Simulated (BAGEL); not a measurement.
**SiH2ClO (SMILES O[SiH]Cl): UHF/6-31G(d) (density fitting with qzvpp-jkfit, spherical functions)**

Aim: the energy change on altering one bond length of SiH2ClO at UHF/6-31G* (density fitting with qzvpp-jkfit, spherical functions), from 2 runs. 

Program for the calculation: BAGEL 1.2.2.

19 further runs of the same task are left out: 2 that didn't finish, 17 set aside as unsound or not needed.

## 1. The molecule

The species is SiH2ClO (5 atoms), meant as a doublet with charge 0. As SMILES, `O[SiH]Cl`. The shape is that of a PBE0-D4/def2-TZVP optimisation. This is one conformer, not always the lowest.

Bond lengths: O1–Si2 1.639 Å, Si2–Cl3 2.065 Å, O1–H4 0.959 Å, Si2–H5 1.488 Å. Angles: O1–Si2–Cl3 111.1°, O1–Si2–H5 105.3°, Cl3–Si2–H5 108.3°, Si2–O1–H4 118.3°.

## 2. The energy at UHF/6-31G(d) (density fitting with qzvpp-jkfit, spherical functions)

input.json

```json
{ "bagel" : [

{
  "title" : "molecule",
  "basis" : "6-31gs.json",
  "df_basis" : "qzvpp-jkfit",
  "angstrom" : true,
  "geometry" : [
    { "atom" : "O", "xyz" : [      -0.806100,      -0.432000,      -0.746500 ] },
    { "atom" : "Si", "xyz" : [      -0.092300,       0.479800,       0.414000 ] },
    { "atom" : "Cl", "xyz" : [       1.606600,      -0.440800,       1.143600 ] },
    { "atom" : "H", "xyz" : [      -1.024100,      -1.343200,      -0.540000 ] },
    { "atom" : "H", "xyz" : [       0.316000,       1.736300,      -0.271100 ] }
  ]
},

{
  "title" : "uhf",
  "nopen" : 1
},

{
  "title" : "print",
  "file" : "orbitals.molden",
  "orbitals" : true
}

]}
```

The basis set 6-31G* is read from a file made from the Basis Set Exchange's data (not shown).

Run with:

```
$ BAGEL_NUM_THREADS=1 BAGEL input.json > input.out
```

What it wrote:

```text
* using 1 threads per process

  ===============================================================
  ===============================================================

  *** Geometry ***

  { "atom" : "O", "xyz" : [     -1.523308,     -0.816362,     -1.410681 ] },
  { "atom" : "Si", "xyz" : [     -0.174422,      0.906691,      0.782347 ] },
  { "atom" : "Cl", "xyz" : [      3.036034,     -0.832991,      2.161091 ] },
  { "atom" : "H", "xyz" : [     -1.935269,     -2.538280,     -1.020452 ] },
  { "atom" : "H", "xyz" : [      0.597153,      3.281131,     -0.512305 ] },

  Number of auxiliary basis functions:      369

  Since a DF basis is specified, we compute 2- and 3-index integrals:
    o Being stored without compression. Storage requirement is 0.009 GB

  Number of basis functions:       54
  Number of electrons      :       41

    * METHOD: MOLECULE                             0.12

  *** Open-shell HF ***

  === Nuclear Repulsion ===
   141.0093849227

      * DIIS with orbital gradients will be used.

  === UHF iteration (6-31gs.json) ===
      0       -824.28912233          0.05115522           0.07
      1       -824.39911988          0.03453359           0.06
      2       -824.43891943          0.02291530           0.06
      3       -824.46713627          0.00128253           0.07
      4       -824.46765189          0.00050123           0.06
      5       -824.46773851          0.00017311           0.05
      6       -824.46776196          0.00004726           0.05
      7       -824.46776582          0.00001619           0.05
      8       -824.46776658          0.00000586           0.05
      9       -824.46776670          0.00000283           0.05
     10       -824.46776672          0.00000119           0.07
     11       -824.46776672          0.00000052           0.09
     12       -824.46776672          0.00000021           0.08
     13       -824.46776672          0.00000009           0.07
     14       -824.46776672          0.00000004           0.06
     15       -824.46776672          0.00000002           0.06
     16       -824.46776672          0.00000001           0.06
     17       -824.46776672          0.00000001           0.06
    * SCF iteration converged.

    * S^2 (UHF) is 0.7537

    * Permanent dipole moment:
           (    0.688183,     0.135449,    -0.155531) a.u.

    * METHOD: UHF                                  1.23

    * METHOD: PRINT                                0.01

  ===============================================================
```

Wall time 2.3 s (1 thread of Intel Xeon Platinum 8488C (Sapphire Rapids), shared host); peak memory 0.08 GiB.

## 3. The distorted shape at the same level

input.json

```json
{ "bagel" : [

{
  "title" : "molecule",
  "basis" : "6-31gs.json",
  "df_basis" : "qzvpp-jkfit",
  "angstrom" : true,
  "geometry" : [
    { "atom" : "O", "xyz" : [      -1.655571,       0.028311,      -1.111309 ] },
    { "atom" : "Si", "xyz" : [      -0.941771,       0.940111,       0.049191 ] },
    { "atom" : "Cl", "xyz" : [       1.606600,      -0.440800,       1.143600 ] },
    { "atom" : "H", "xyz" : [      -1.873571,      -0.882889,      -0.904809 ] },
    { "atom" : "H", "xyz" : [      -0.533471,       2.196611,      -0.635909 ] }
  ]
},

{
  "title" : "uhf",
  "nopen" : 1
},

{
  "title" : "print",
  "file" : "orbitals.molden",
  "orbitals" : true
}

]}
```

The basis set 6-31G* is read from a file made from the Basis Set Exchange's data (not shown).

Run with:

```
$ BAGEL_NUM_THREADS=1 BAGEL input.json > input.out
```

What it wrote:

```text
* using 1 threads per process

  ===============================================================
  ===============================================================

  *** Geometry ***

  { "atom" : "O", "xyz" : [     -3.128576,      0.053500,     -2.100070 ] },
  { "atom" : "Si", "xyz" : [     -1.779689,      1.776552,      0.092958 ] },
  { "atom" : "Cl", "xyz" : [      3.036034,     -0.832991,      2.161091 ] },
  { "atom" : "H", "xyz" : [     -3.540536,     -1.668418,     -1.709841 ] },
  { "atom" : "H", "xyz" : [     -1.008114,      4.150993,     -1.201694 ] },

  Number of auxiliary basis functions:      369

  Since a DF basis is specified, we compute 2- and 3-index integrals:
    o Being stored without compression. Storage requirement is 0.009 GB

  Number of basis functions:       54
  Number of electrons      :       41

    * METHOD: MOLECULE                             0.14

  *** Open-shell HF ***

  === Nuclear Repulsion ===
   113.9152579462

      * DIIS with orbital gradients will be used.

  === UHF iteration (6-31gs.json) ===
      0       -824.13993016          0.05241160           0.07
      1       -824.28124493          0.03808232           0.06
      2       -824.33485317          0.02615382           0.07
      3       -824.37350943          0.00166112           0.07
      4       -824.37509281          0.00095011           0.07
      5       -824.37598829          0.00055452           0.06
      6       -824.37685933          0.00046814           0.06
      7       -824.37757716          0.00044959           0.06
      8       -824.37825245          0.00043844           0.07
      9       -824.38035965          0.00041231           0.06
     10       -824.38057170          0.00033477           0.06
     11       -824.38101428          0.00029529           0.06
     12       -824.38111844          0.00019962           0.06
     13       -824.38119457          0.00006317           0.06
     14       -824.38119800          0.00004784           0.05
     15       -824.38120690          0.00003842           0.06
     16       -824.38121061          0.00002804           0.07
     17       -824.38121304          0.00002078           0.07
     18       -824.38121444          0.00001406           0.07
     19       -824.38121530          0.00000740           0.07
     20       -824.38121547          0.00000464           0.08
     21       -824.38121551          0.00000226           0.07
     22       -824.38121552          0.00000093           0.08
     23       -824.38121552          0.00000065           0.07
     24       -824.38121552          0.00000054           0.06
     25       -824.38121552          0.00000039           0.08
     26       -824.38121552          0.00000025           0.06
     27       -824.38121552          0.00000018           0.06
     28       -824.38121552          0.00000011           0.06
     29       -824.38121552          0.00000005           0.07
     30       -824.38121552          0.00000004           0.06
     31       -824.38121552          0.00000002           0.06
     32       -824.38121552          0.00000001           0.07
    * SCF iteration converged.

    * S^2 (UHF) is 0.9438

    * Permanent dipole moment:
           (    1.496871,    -0.318348,     0.309690) a.u.

    * METHOD: UHF                                  2.30

    * METHOD: PRINT                                0.01

  ===============================================================
```

Run time: 4.2 s. Hardware: 1 thread of Intel Xeon Platinum 8488C (Sapphire Rapids), shared host; peak memory 0.08 GiB.

## 4. Summary of results

Level: UHF/6-31G* (density fitting with qzvpp-jkfit, spherical functions).

| quantity | value |
| --- | --- |
| first shape: total energy | -824.46777 Eh |
| first shape: dipole moment | 1.83 D |
| first shape: ⟨S²⟩ | 0.754 |
| distorted shape: total energy | -824.38122 Eh |
| distorted shape: dipole moment | 3.97 D |
| distorted shape: ⟨S²⟩ | 0.944 |
| energy change with the Si2–Cl3 bond stretched from 2.065 to 3.098 Å | 2.355 eV |

What this shows: With the Si2–Cl3 bond stretched from 2.065 to 3.098 Å the energy rises by 2.36 eV (54 kcal/mol). The first shape isn't relaxed at this level, so the change isn't measured from a minimum. ⟨S²⟩ (distorted shape) is 0.94 where a pure doublet has 0.75: the reference is spin-contaminated.
